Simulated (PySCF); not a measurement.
hydrogen fluoride (FH), SMILES F. Geometry: B3LYP-D3(BJ)/def2-TZVPD.

PySCF with TDA-ωB97X/def2-TZVPD puts the lowest singlet excitations at 10.26, 10.26, 13.25, 13.25, 13.34, 13.35 eV.

Question: What are the lowest excitation roots from PySCF with ADC(3)/aug-cc-pVDZ? (An estimate is asked for; the answer gives what the named calculation found.)

Answer: 10.88, 10.88, 14.69, 14.69, 14.91, 15.63 eV. S1 differs by 0.62 eV (second minus first; roots are paired by order, and the bases may differ).
